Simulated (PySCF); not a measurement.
## Magnetic susceptibility: SiH2Me(SiH3), CH8Si2

Geometry:
```csv
atom,x (Å),y (Å),z (Å)
Si1,0.701,0.141,0.494
H2,0.748,0.212,1.963
H3,2.100,0.225,0.048
C4,-0.176,1.713,-0.120
H5,0.293,2.611,0.270
H6,-1.219,1.729,0.187
H7,-0.154,1.777,-1.205
Si8,-0.376,-1.754,-0.270
H9,-1.743,-1.878,0.247
H10,0.321,-2.983,0.116
H11,-0.496,-1.794,-1.731
```

Computed with GIAO B3LYP/def2-SVP magnetisability, rotational g tensor and spin-rotation constants, non-relativistic, gas phase (PySCF 2.14.0). Geometry: GFN2-xTB.

(1) What are the magnetisability and the molar susceptibility?

(2) Split it along the inertial axes a, b, c into diamagnetic and paramagnetic parts about the centre of mass, with the quadrupole moment.

(3) And the rotational g tensor?

Answers

(1) Isotropic -943 × 10⁻³⁰ J/T², or -56.8 × 10⁻⁶ cm³/mol; principal values -970, -935, -923 × 10⁻³⁰ J/T², anisotropy 42 × 10⁻³⁰ J/T² (root of half the summed squared differences of the principal values). The susceptibility is in cgs units.

(2) 
```csv
axis,χ (10⁻⁶ cm³/mol),diamagnetic (10⁻⁶ cm³/mol),paramagnetic (10⁻⁶ cm³/mol),summed x² of all electrons (Å²),quadrupole Θ (D Å)
a,-56.9,-187.0,130.1,97.3,-0.32
b,-57.1,-476.2,419.1,29.2,-0.15
c,-56.3,-536.8,480.5,14.9,+0.46
```
Anisotropies 2χaa − χbb − χcc = -0.4 and 2χbb − χaa − χcc = -0.9 × 10⁻⁶ cm³/mol. Θ is traceless in Buckingham's convention.

(3) 
| axis | rotational constant (GHz) | g | nuclear part | electronic part |
| --- | --- | --- | --- | --- |
| a | 13.2320 | -0.0631 | 0.7454 | -0.8085 |
| b | 3.2308 | -0.0153 | 0.6208 | -0.6361 |
| c | 2.8004 | -0.0147 | 0.6175 | -0.6322 |

Asymmetric top; isotopes 12C, 1H, 28Si; no vibrational averaging.
